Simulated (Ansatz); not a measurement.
**AlB2H5: up Jacob's ladder to CCSD(T)**

An exercise on one series of results from a longer session: the logs are not shown, and one member is left open.

Method: functionals in def2-TZVPP, the program's frozen cores in correlated methods; program: Ansatz 0.2.0, Gaussian basis.

Plan: LDA (SPW92), PBE-D4, revPBE-D4, BLYP-D4, r2SCAN-D4, B97M-V, PBE0-D4, B3LYP-D4, r2SCANh-D4, r2SCAN0-D4, HSE06-D4, BHLYP-D4, CAM-B3LYP-D4, LC-ωPBE, ωB97X-V, ωB97M-V, B2PLYP, PBE-QIDH; CCSD(T)/def2-SVP; CCSD(T)/def2-TZVPP; MP2/def2-QZVPP; extrapolation to the limit; RPA on PBE.

**Structure used throughout**

All runs share one geometry, relaxed beforehand with PBE0-D4 in a triple-zeta def2 set.

8 atoms, charge 0, spin multiplicity 1.

Atoms are counted from 1 here; the program's logs count them from 0.

Bond lengths: B1–B2 1.526 Å, B1–Al3 2.153 Å, B1–H4 1.232 Å, B1–H5 1.198 Å, B2–Al3 2.347 Å, B2–H6 1.182 Å, Al3–H7 1.592 Å, Al3–H8 1.582 Å. Angles: B2–B1–Al3 77.2°, B2–B1–H4 121.1°, B2–B1–H5 120.9°, Al3–B1–H4 69.1°, Al3–B1–H5 114.8°, H4–B1–H5 116.9°, B1–B2–Al3 63.5°, B1–B2–H6 176.9°, Al3–B2–H6 117.9°, B1–Al3–B2 39.4°, B1–Al3–H7 117.3°, B1–Al3–H8 117.6°, B2–Al3–H7 92.4°, B2–Al3–H8 144.1°, H7–Al3–H8 121.9°.

As a file:

```xyz
8
AlB2H5
B    -0.91032    0.59677   -0.30339
B     0.47035    1.12170   -0.68841
Al    0.41320   -0.88017    0.53571
H    -1.26796   -0.54083   -0.61438
H    -1.58754    1.17774    0.49577
H     1.52753    1.58033   -0.95127
H     1.43671   -1.59172   -0.45490
H     0.01024   -1.52093    1.92507
```

Set-up of the first run:

Input file in.yaml:

```yaml
crystal:
  periodic: [false, false, false]
  atoms:
    - {symbol: B, position_ang: [-0.910322, 0.596770, -0.303386]}
    - {symbol: B, position_ang: [0.470348, 1.121704, -0.688409]}
    - {symbol: Al, position_ang: [0.413197, -0.880168, 0.535714]}
    - {symbol: H, position_ang: [-1.267963, -0.540830, -0.614385]}
    - {symbol: H, position_ang: [-1.587543, 1.177742, 0.495767]}
    - {symbol: H, position_ang: [1.527531, 1.580332, -0.951270]}
    - {symbol: H, position_ang: [1.436710, -1.591716, -0.454902]}
    - {symbol: H, position_ang: [0.010241, -1.520934, 1.925074]}
basis:
  gaussian: {orbitals: def2-TZVPP}
hamiltonian: {xc: lda}
output: {orbitals: {seedname: orbitals}}
```

Launch:

```sh
$ ansatz run in.yaml --threads 2 --pin off --events-out ev --progress --plain --max-ram 4352MiB
```

Steps of the session up to this table: LDA; PBE-D4 (GGA); revPBE-D4 (GGA); BLYP-D4 (GGA); r2SCAN-D4 (meta-GGA); B97M-V (meta-GGA); PBE0-D4 (hybrid); B3LYP-D4 (hybrid); r2SCANh-D4 (hybrid); r2SCAN0-D4 (hybrid); HSE06-D4 (hybrid); BHLYP-D4 (hybrid); CAM-B3LYP-D4 (range-separated); LC-ωPBE (range-separated); ωB97X-V (range-separated); ωB97M-V (range-separated); B2PLYP (double hybrid); PBE-QIDH (double hybrid).

One of the session's tables, all rows but one given; the rest of the session is left out.

It belongs to the step «Frontier levels by functional». 

| functional | HOMO (eV) | LUMO (eV) | gap (eV) |
| --- | --- | --- | --- |
| LDA (SPW92) | -6.11 | -3.51 | 2.60 |
| PBE-D4 | -6.00 | -3.28 | 2.71 |
| revPBE-D4 | -5.95 | -3.19 | 2.76 |
| BLYP-D4 | -5.82 | -3.09 | 2.73 |
| r2SCAN-D4 | ? | ? | ? |
| B97M-V | -6.28 | -3.05 | 3.23 |
| PBE0-D4 | -6.98 | -2.32 | 4.66 |
| B3LYP-D4 | -6.77 | -2.49 | 4.28 |
| r2SCANh-D4 | -6.54 | -2.64 | 3.90 |
| r2SCAN0-D4 | -7.09 | -2.15 | 4.94 |
| HSE06-D4 | -6.58 | -2.70 | 3.88 |
| BHLYP-D4 | -7.80 | -1.22 | 6.58 |
| CAM-B3LYP-D4 | -8.19 | -1.15 | 7.04 |
| LC-ωPBE | -9.51 | -0.03 | 9.48 |
| ωB97X-V | -9.17 | -0.10 | 9.07 |
| ωB97M-V | -9.01 | -0.33 | 8.68 |

Q: Estimate the row for r2SCAN-D4 from the others.

Worked estimate for «HOMO (eV)». Against the share of exact exchange, r2SCANh-D4 (0.1, -6.54), r2SCAN0-D4 (0.25, -7.09) give a slope of -3.67 per unit share; at 0 the line stands at -6.17.

**Answer.** HOMO (eV): -6.18; LUMO (eV): -2.98; gap (eV): 3.20. In «HOMO (eV)» the line misses by +0.01.
